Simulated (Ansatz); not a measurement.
# Scan of [AlH2···H···CH3], doublet

Starting geometry:

```xyz
8

Al   -1.0198    0.0000    0.0000
H    -1.8127    1.3734    0.0000
H    -1.8127   -1.3734    0.0000
H     0.5661    0.0000    0.0000
C     2.0352    0.0000    0.0000
H     2.0352   -1.0800    0.0000
H     2.0352    0.5400    0.9353
H     2.0352    0.5400   -0.9353
```

From there atom H4 is moved from one fragment to the other while all else, the fragments' distance too, stays fixed; atoms are numbered as listed. Energies are in eV, counted from the starting geometry at the same level. Kohn–Sham curves are unrestricted where that lies lower.

Basis cc-pVDZ; Ansatz 0.2.0. Only valence electrons are correlated (noble-gas cores frozen). R marks a restricted (for open shells ROHF) determinant, U an unrestricted one.

Full CI isn't at hand for all of this; UCCSDT(Q) serves as the reference, and is uncertain by the last step of the cluster series or more.

| distance Al1-H4 (Å) | RPA-PBE |
| --- | --- |
| 1.586 | 0.000 |
| 1.640 | -0.065 |
| 1.748 | -0.200 |
| 1.857 | -0.314 |
| 1.965 | -0.274 |

Problem. Estimate the UCCSDT(Q) curve in cc-pVDZ from this one, knowing how RPA-PBE differs from it in such a basis.

Solution. The computed UCCSDT(Q) values, in eV from the starting point, and the difference of RPA-PBE against them:
| distance Al1-H4 (Å) | UCCSDT(Q) | RPA-PBE less UCCSDT(Q) |
| --- | --- | --- |
| 1.586 | 0.000 | 0.000 |
| 1.640 | -0.045 | -0.020 |
| 1.748 | -0.149 | -0.051 |
| 1.857 | -0.251 | -0.063 |
| 1.965 | -0.218 | -0.056 |

The difference spans 0.063 eV and is largest, -0.063 eV, at 1.857 Å.

In so small a basis both RPA and the reference are far from their limits and near them at different rates, so the difference would change in a larger set.
